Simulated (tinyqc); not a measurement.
Inside a calculation. Method: UHF in the sto-3g basis, for BH, spin multiplicity 1. One step of it, computed by the program tinyqc.

Question. Iteration 3: diagonalisation and new density. Diagonalise F' = X^T F X, C = X C', fill 3 alpha and 3 beta electrons from the bottom; D(s) = C_occ C_occ^T. Each column has its largest component positive (the first on a tie).

F(alpha) (hartree), lower triangle:
```
            1B 1s      1B 2s     1B 2px    1B 2py     1B 2pz      2H 1s
1B 1s   -7.351432
1B 2s   -2.147579  -0.994344
1B 2px   0.000514   0.142208   0.220011
1B 2py  -0.000017  -0.004716   0.001502  0.265253
1B 2pz  -0.012640  -0.014445  -0.098976  0.003283   0.002745
2H 1s   -0.234370  -0.336537  -0.020564  0.000682  -0.317522  -0.217015
```

F(beta) (hartree), lower triangle:
```
            1B 1s      1B 2s    1B 2px     1B 2py     1B 2pz      2H 1s
1B 1s   -7.351432
1B 2s   -2.147579  -0.994344
1B 2px  -0.000514  -0.142208  0.220011
1B 2py   0.000017   0.004716  0.001502   0.265253
1B 2pz  -0.012640  -0.014445  0.098976  -0.003283   0.002745
2H 1s   -0.234370  -0.336537  0.020564  -0.000682  -0.317522  -0.217015
```

X:
```
                1          2          3         4          5         6
1B 1s    0.367441   0.743007   0.000000  0.000000   0.570343  0.264448
1B 2s   -0.760868  -0.513926   0.000000  0.000000   0.404057  0.445589
1B 2px   0.000000   0.000000   0.985262  0.171053   0.000000  0.000000
1B 2py   0.000000   0.000000  -0.171053  0.985262   0.000000  0.000000
1B 2pz  -0.645522   0.570391   0.000000  0.000000  -0.535095  0.353697
2H 1s    0.906613  -0.326315   0.000000  0.000000  -0.273048  0.518617
```

Give: F' = X^T F X; orbital energies; coefficients C; F' = X^T F X; orbital energies; coefficients C; D(alpha) after iteration 3; D(beta) after iteration 3.

Answer.

F' = X^T F X (alpha) (hartree), lower triangle:
```
         1        2        3       4        5        6
1   0.1270
2  -0.9957  -2.5864
3  -0.0622  -0.1213   0.2208
4  -0.0087  -0.0169  -0.0062  0.2644
5  -0.7549  -2.8683   0.1153  0.0161  -3.4905
6  -0.4904  -1.5936   0.0177  0.0025  -1.9954  -1.6189
```

orbital energies (alpha) (hartree): MO1 -7.3559, MO2 -0.4902, MO3 -0.2611, MO4 0.2653, MO5 0.2812, MO6 0.4772

coefficients C (alpha):
```
            MO1      MO2      MO3     MO4      MO5      MO6
1B 1s    0.9925  -0.2473   0.1405  0.0000  -0.0825  -0.0981
1B 2s    0.0273   0.7971  -0.5422  0.0000   0.3007   0.4293
1B 2px  -0.0006  -0.1324   0.2975  0.0331   0.9441  -0.0398
1B 2py   0.0000   0.0044  -0.0099  0.9995  -0.0313   0.0013
1B 2pz   0.0031   0.1106   0.5549  0.0000  -0.1212   0.9048
2H 1s   -0.0045   0.4024   0.5423  0.0000  -0.1520  -0.8904
```

F' = X^T F X (beta) (hartree), lower triangle:
```
         1        2        3        4        5        6
1   0.1270
2  -0.9957  -2.5864
3   0.0622   0.1213   0.2208
4   0.0087   0.0169  -0.0062   0.2644
5  -0.7549  -2.8683  -0.1153  -0.0161  -3.4905
6  -0.4904  -1.5936  -0.0177  -0.0025  -1.9954  -1.6189
```

orbital energies (beta) (hartree): MO1 -7.3559, MO2 -0.4902, MO3 -0.2611, MO4 0.2653, MO5 0.2812, MO6 0.4772

coefficients C (beta):
```
            MO1      MO2      MO3     MO4      MO5      MO6
1B 1s    0.9925  -0.2473   0.1405  0.0000   0.0825  -0.0981
1B 2s    0.0273   0.7971  -0.5422  0.0000  -0.3007   0.4293
1B 2px   0.0006   0.1324  -0.2975  0.0331   0.9441   0.0398
1B 2py   0.0000  -0.0044   0.0099  0.9995  -0.0313  -0.0013
1B 2pz   0.0031   0.1106   0.5549  0.0000   0.1212   0.9048
2H 1s   -0.0045   0.4024   0.5423  0.0000   0.1520  -0.8904
```

D(alpha) after iteration 3, lower triangle:
```
          1B 1s    1B 2s   1B 2px   1B 2py  1B 2pz   2H 1s
1B 1s    1.0659
1B 2s   -0.2462   0.9301
1B 2px   0.0740  -0.2668   0.1060
1B 2py  -0.0025   0.0088  -0.0035   0.0001
1B 2pz   0.0537  -0.2126   0.1504  -0.0050  0.3201
2H 1s   -0.0278   0.0266   0.1080  -0.0036  0.3454  0.4560
```

D(beta) after iteration 3, lower triangle:
```
          1B 1s    1B 2s   1B 2px  1B 2py  1B 2pz   2H 1s
1B 1s    1.0659
1B 2s   -0.2462   0.9301
1B 2px  -0.0740   0.2668   0.1060
1B 2py   0.0025  -0.0088  -0.0035  0.0001
1B 2pz   0.0537  -0.2126  -0.1504  0.0050  0.3201
2H 1s   -0.0278   0.0266  -0.1080  0.0036  0.3454  0.4560
```
